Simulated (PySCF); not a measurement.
Structure problem from calculated spectra and properties.

Formula: C3H3NS.

- 1H NMR: chemical shifts (computed TMS as zero) by class: 8.60 (1 H), 8.57 (1 H), 7.40 (1 H) ppm [GIAO PBE0/pcSseg-1]
- Polarisability: 55.7 au [CAM-B3LYP/def2-SVPD]
- Triplet: lowest triplet excitation (Tamm–Dancoff): 4.15 eV [TDA CAM-B3LYP/def2-SVPD]
- NMR, other nuclei: isotropic shieldings of nuclei other than C and H, by class: -78 (1 N), 110 (1 S) ppm [GIAO PBE0/pcSseg-1]
- Dipole: 2.44 D [CAM-B3LYP/def2-SVPD]
- UV, first state: lowest singlet excitation: 5.70 eV (217 nm, f = 0.002) [TDDFT CAM-B3LYP/def2-SVPD]
- 13C NMR: chemical shifts (computed TMS as zero) by class: 159.9 (1 C), 157.9 (1 C), 126.5 (1 C) ppm [GIAO PBE0/pcSseg-1]
- UV, strongest line: among the 8 lowest singlet transitions: S2 at 5.84 eV (212 nm, f = 0.136) [TDDFT CAM-B3LYP/def2-SVPD]
- Rotational structure: rotational constants A, B, C: 8.532, 5.813, 3.458 GHz [GFN2-xTB]

The electronic properties come from PySCF, for the isolated species, density fitting. Levels stand in brackets. Isolated species at its GFN2-xTB geometry, gas phase. NMR classes are plain means over equivalent atoms (diastereotopic ones count apart unless rotation or inversion swaps them), as if these changed places fast.

Problem. Give a SMILES that accounts for the data.

Solution. Numbering: `[cH:1]1[cH:2][n:3][s:4][cH:5]1`. Its formula, C3H3NS, gives 3 degrees of unsaturation: 1 ring and 2 π bonds in the structure found (Kekulé form). 3 carbons fall into 3 classes; from least to most shielded: aromatic CH next to a ring nitrogen [C2] (159.9 ppm), aromatic CH next to a ring sulfur [C5] (157.9 ppm), aromatic CH carbon [C1] (126.5 ppm). Hydrogen classes from least to most shielded: 1 H on an aromatic CH next to a ring nitrogen, C2 (8.60 ppm), 1 H on an aromatic CH next to a ring sulfur, C5 (8.57 ppm), 1 H on an aromatic CH carbon, C1 (7.40 ppm). The other shieldings belong to: -78 ppm, pyridine-type nitrogen [N3]; 110 ppm, ring sulfur [S4]. The optimised geometry has point group Cs and is an asymmetric top. Structure: isothiazole (`c1cnsc1`). Computed isomers that give other values at the same levels: `C=CSC#N` (lowest singlet excitation: 5.08 eV (244 nm, f = 0.000)); `N#C[C@@H]1CS1` (lowest singlet excitation: 4.54 eV (273 nm, f = 0.001)). The assignments are read from this structure; whether some other isomer fits the data as well wasn't checked.
